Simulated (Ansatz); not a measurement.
# Exact exchange and the HOMO–LUMO gap of C2H6S (dimethyl sulfide)

C2H6S has 9 atoms, charge 0, and is taken as a singlet. As SMILES, `CSC`. Geometry: relaxed at PBE0-D4/def2-TZVP.

The HOMO–LUMO gap y, in eV, basis cc-pVDZ; a is the functional's share of exact exchange. Programs: Ansatz 0.2.0.

| functional | program | a | y (eV) |
| --- | --- | --- | --- |
| PBE | Ansatz | 0 | 5.39 |
| r2SCAN | Ansatz | 0 | 5.97 |
| B3LYP | Ansatz | 0.2 | ? |
| r2SCAN0 | Ansatz | 0.25 | 8.03 |
| PBE0 | Ansatz | 0.25 | 7.67 |
| BHLYP | Ansatz | 0.5 | 9.79 |

Q: Fit y = c + s·a to the known rows and predict B3LYP.

A: 
1. Means of the 5 rows: a = 0.2000, y = 7.370.
2. Σ(Δa)² = 0.175, Σ(Δa·Δy) = 1.45, so the slope is 1.45/0.175 = 8.2857.
3. Intercept: 7.370 − (8.2857) × 0.2000 = 5.713. The largest residual of the fit is 0.32.
4. B3LYP: 5.713 + (8.2857) × 0.2 = 7.37 eV.

The run gave 7.15 eV, so the prediction is off by +0.22 eV, within the scatter of the fit. Exact exchange lowers occupied levels and raises empty ones. The rows mix families of semi-local functionals, which the line can't see.
